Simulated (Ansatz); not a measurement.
# CHN: the cost of one run

All numbers below are computed with Ansatz 0.2.0 (UHF/6-31G).

1 further run of the same task is left out (it didn't finish).

## Step 1: The starting structure

Bond lengths: C1–N2 1.138 Å, C1–H3 1.059 Å. Angles: N2–C1–H3 179.9°.

Structure file:

```xyz
3

C    -0.0057   -0.0250   -0.0057
N     0.2500    1.0529    0.2532
H    -0.2444   -1.0279   -0.2475
```

## Step 2: Relaxing end A

Input file input.yaml:

```yaml
crystal:
  periodic: [false, false, false]
  atoms:
    - { symbol: C, position_ang: [-0.00568, -0.02502, -0.00572] }
    - { symbol: "N", position_ang: [0.25004, 1.05289, 0.25316] }
    - { symbol: H, position_ang: [-0.24436, -1.02787, -0.24745] }
magnetization:
  spin_polarized: true
basis:
  gaussian: { orbitals: "6-31G" }
hamiltonian:
  xc: hf
relax:
  f_tol: 0.02
  max_steps: 50
```

Command:

```console
ansatz run input.yaml --threads 1 --pin off --max-ram 2048MiB --backend cpu --events-out ev --progress --plain --runs-dir out
```

What time and memory should one allow on 1 thread of Intel Xeon at 2.50GHz (Skylake/Cascade Lake), shared host?

About 2.4 s, with a peak of 0.095 GiB.
